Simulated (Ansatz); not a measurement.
**Structure relaxation of YRe3**

The calculation used DFT PBE, scalar-relativistic, plane waves, PAW (Ansatz). Cutoff 420 eV, Γ-centred k mesh, Gaussian smearing, no spin polarisation in the final step.

YRe3 was placed on the Cu3Au (L1_2) structure type (Pm-3m, No. 221), with Y in place of Au, Re in place of Cu, at a guessed volume.

```yaml
crystal:
  lattice:
    - [4.08578, 0.00000, 0.00000]
    - [0.00000, 4.08578, 0.00000]
    - [0.00000, 0.00000, 4.08578]
  atoms:
    - { symbol: Y, position: [0.00000, 0.00000, 0.00000] }
    - { symbol: Re, position: [0.00000, 0.50000, 0.50000] }
    - { symbol: Re, position: [0.50000, 0.00000, 0.50000] }
    - { symbol: Re, position: [0.50000, 0.50000, 0.00000] }
```

Steps on the 4×4×4 mesh (4 atoms). 4 of 4 steps are shown, and the free energy counts from the last. Trial steps that were taken back and renewals of the plane-wave basis can be among the rows.

```tsv
step	ΔF (meV/atom)	V (Å³/atom)	P (GPa)
1	4.5	17.05	4.23
2	37.9	18.45	-10.66
3	0.3	17.43	-0.37
4	0.0	17.43	-0.37
```

A final relaxation ran on a 12×12×12 mesh. The relaxed crystal, Pm-3m (No. 221):

Space group Pm-3m (No. 221). a = 4.114 Å, b = 4.114 Å, c = 4.114 Å, α = 90.00°, β = 90.00°, γ = 90.00°
```csv
atom,site,symmetry,x,y,z
Y,1a,m-3m,0.0000,0.0000,0.0000
Re,3c,4/mm.m,0.0000,0.5000,0.5000
```

For YRe3, the volume per atom is 17.40 Å³ and the density is 15.44 g/cm³. The energy over the elements is 0.73 eV/atom and the gap on the 12×12×12 mesh is 0 eV (a metal).

Formation energies are uncorrected and refer to the elements' standard structures at the same level.

The final run used a 12×12×12 mesh on its 4-atom cell and 0.10 eV smearing. For metals, differences of a few meV/atom aren't resolved. Spin–orbit coupling is left out.

Symmetry constrained the relaxation, so the result can be a saddle point.

Cost: 3 runs of about 0.8 core-minutes in all, on Intel Xeon Platinum 8488C (Sapphire Rapids) (shared hosts).